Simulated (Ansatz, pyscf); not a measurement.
F–CH(F)–Cl → HF + F–C:–Cl [singlet], a 1,1-elimination on the singlet surface: C–F, C–H broken, F–H formed. Structures and frequencies: ωB97X-D3(BJ)/def2-SVP in PySCF. Wave-function energies: Ansatz (an electronic-structure program), frozen core, RHF or UHF references. In kcal/mol, from the reactant's lowest minimum found.

| level | barrier | reaction energy |
|---|---|---|
| ωB97M-D3(BJ)/def2-TZVP | 75.18 | +62.98 |
| r²SCAN/def2-TZVP | 69.95 | +67.04 |
| CCSD(T)/cc-pV(D+d)Z | 76.57 | +61.00 |
| CCSDT(Q)/cc-pV(D+d)Z | ___ | ___ |
| CCSD(T)/cc-pV(T+d)Z | 77.53 | +61.81 |
| CCSD(T)/cc-pV(Q+d)Z | ___ | +61.61 |

Problem. Fill in the missing entries.

Solution. 
- CCSDT(Q)/cc-pV(D+d)Z, barrier: 75.71
- CCSDT(Q)/cc-pV(D+d)Z, reaction energy: +60.52
- CCSD(T)/cc-pV(Q+d)Z, barrier: 76.96

In cc-pV(D+d)Z, going from CCSD(T) to CCSDT(Q) shifts the barrier by -0.86 and the reaction energy by -0.47 kcal/mol. With HF in the quadruple-zeta basis and the correlation energy extrapolated as X⁻³ from X = 3, 4, CCSD(T) gives 77.07 and +62.12; adding the double-zeta shift gives ΔE‡ = 76.21 and ΔE = +61.65 kcal/mol, without core correlation, relativity or geometry relaxation at these levels. On the product side the descent ends in a complex, 7.98 kcal/mol under the separated species and 19.08 kcal/mol under the saddle at ωB97X-D3(BJ)/def2-TZVP. This is the saddle that the search found; another between the same sides may lie lower.
